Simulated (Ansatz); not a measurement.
## Property card for Sr$_{2}$Mg

Level of theory: Ansatz 0.2.0, DFT r2SCAN, scalar-relativistic, plane waves, PAW.

Plane waves to 500 eV, a k mesh through Γ of 14×14×14 on the computed 3-atom cell and Gaussian smearing (0.10 eV); no spin polarisation.

The structure is relaxed at this level of theory with its symmetry kept. Whether it is the stable form of this composition wasn't checked.

It takes space group I4/mmm (No. 139, tetragonal). Conventional cell: a = 4.228 Å, b = 4.228 Å, c = 14.617 Å, α = 90.00°, β = 90.00°, γ = 90.00°. Sr (site symmetry 4mm) is surrounded by 4 Mg at 3.63 Å and 1 Sr at 4.13 Å. Around Mg (site symmetry 4/mmm) lie 8 Sr at 3.63 Å.

| Item | Value |
| --- | --- |
| Volume per atom | 43.55 Å³ |
| Formation energy from the elements' standard states (uncorrected) | -0.032 eV/atom |
| Generalised Kohn–Sham band gap | none (metal) |
| Density of states at the Fermi level | 3.60 states/eV per cell |
| Bulk modulus | 16.3 GPa |
| Its pressure derivative | 3.5 |
| Bader charges (e) | Sr (2 in the cell) 0.89, Mg (1 in the cell) -1.79 |

Cost: 6 runs of about 11 core-minutes in all, on Intel Xeon 6975P-C (Granite Rapids) (shared hosts).